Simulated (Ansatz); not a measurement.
A run of Ansatz (development build ahead of 0.2.0) on quintet O4 at this shape:

```xyz
4

O     0.6010   -1.6500    0.0000
O    -0.6010   -1.6500    0.0000
O     0.0000    1.6500    0.6010
O     0.0000    1.6500   -0.6010
```

Its results:

* Converged: yes
* Total energy: -300.48920 hartree
* Spin squared of the determinant: 6.000
* Stability test: minimum among restricted orbitals

Q: Which input gives this output? Name the method, the orbitals and the basis set, and write the input.

A: PBE (restricted open-shell) in pcseg-2.

```yaml
crystal:
  periodic: [false, false, false]
  atoms:
    - { symbol: O, position_ang: [0.601, -1.65, 0.0] }
    - { symbol: O, position_ang: [-0.601, -1.65, 0.0] }
    - { symbol: O, position_ang: [0.0, 1.65, 0.601] }
    - { symbol: O, position_ang: [0.0, 1.65, -0.601] }
basis:
  gaussian: { orbitals: pcseg-2 }
magnetization:
  initial_magnetization: 4
hamiltonian:
  xc: pbe
```

Caution: other spin multiplicities may lie lower.
